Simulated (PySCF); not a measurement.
## Chlorine: highly charged ions in a basis for the neutral atom

Cl¹⁴⁺ [He] 2s1, Cl¹⁵⁺ 1s2. All numbers are calculated (PySCF 2.14, no relativity, point nucleus, in def2-TZVP). No spin-orbit coupling, so a gap to NIST mixes the basis error with missing relativistic terms.

Changed run: basis of the neutral atom used for a highly charged ion. This setting is unsound on purpose.

| species | method | sound run (hartree) | changed run (hartree) | converged |
| --- | --- | --- | --- | --- |
| Cl¹⁴⁺ | UHF | not run | -307.90488 | yes |
| Cl¹⁴⁺ | PBE0 | not run | -307.83253 | yes |
| Cl¹⁴⁺ | r2SCAN | not run | -307.92757 | yes |
| Cl¹⁵⁺ | UHF | not run | -278.47374 | yes |
| Cl¹⁵⁺ | PBE0 | not run | -278.36515 | yes |
| Cl¹⁵⁺ | r2SCAN | not run | -278.52243 | yes |

Ionisation energy of Cl¹⁴⁺:

| method | changed run (eV) | NIST (eV) |
| --- | --- | --- |
| UHF | 800.86 | 809.20 |
| PBE0 | 801.85 | 809.20 |
| r2SCAN | 800.15 | 809.20 |

The contracted functions were made for the neutral atom and can be too rigid for a highly charged ion.
